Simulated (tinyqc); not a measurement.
CCD on RHF in the sto-6g basis, for NH3, spin multiplicity 1, step by step. One step of it, computed by the program tinyqc.

Question. Orthogonalisation. S = U s U^T; symmetric (Loewdin) form X = U s^(-1/2) U^T, so that X^T S X = 1.

overlap S, order 1N 1s, 1N 2s, 1N 2px, 1N 2py, 1N 2pz, 2H 1s, 3H 1s, 4H 1s:
```
[[1.000000, 0.229416, 0.000000, 0.000000, 0.000000, 0.049516, 0.049515, 0.049515],
 [0.229416, 1.000000, 0.000000, 0.000000, 0.000000, 0.444163, 0.444157, 0.444157],
 [0.000000, 0.000000, 1.000000, 0.000000, 0.000000, 0.394658, -0.197325, -0.197325],
 [0.000000, 0.000000, 0.000000, 1.000000, 0.000000, 0.000000, 0.341782, -0.341782],
 [0.000000, 0.000000, 0.000000, 0.000000, 1.000000, -0.106111, -0.106109, -0.106109],
 [0.049516, 0.444163, 0.394658, 0.000000, -0.106111, 1.000000, 0.155315, 0.155315],
 [0.049515, 0.444157, -0.197325, 0.341782, -0.106109, 0.155315, 1.000000, 0.155310],
 [0.049515, 0.444157, -0.197325, -0.341782, -0.106109, 0.155315, 0.155310, 1.000000]]
```

Give: eigenvalues of S; X.

Answer.

eigenvalues of S: [0.3276, 0.4328, 0.4328, 0.9366, 1.0415, 1.4119, 1.4119, 2.0049]

X, order 1N 1s, 1N 2s, 1N 2px, 1N 2py, 1N 2pz, 2H 1s, 3H 1s, 4H 1s:
```
[[1.0233, -0.1444, 0.0000, 0.0000, 0.0060, 0.0195, 0.0195, 0.0195],
 [-0.1444, 1.3147, 0.0000, 0.0000, -0.0689, -0.2753, -0.2753, -0.2753],
 [0.0000, 0.0000, 1.1270, 0.0000, 0.0000, -0.2735, 0.1367, 0.1367],
 [0.0000, 0.0000, 0.0000, 1.1270, 0.0000, 0.0000, -0.2368, 0.2368],
 [0.0060, -0.0689, 0.0000, 0.0000, 1.0162, 0.0647, 0.0647, 0.0647],
 [0.0195, -0.2753, -0.2735, 0.0000, 0.0647, 1.1939, -0.0407, -0.0407],
 [0.0195, -0.2753, 0.1367, -0.2368, 0.0647, -0.0407, 1.1939, -0.0407],
 [0.0195, -0.2753, 0.1367, 0.2368, 0.0647, -0.0407, -0.0407, 1.1939]]
```
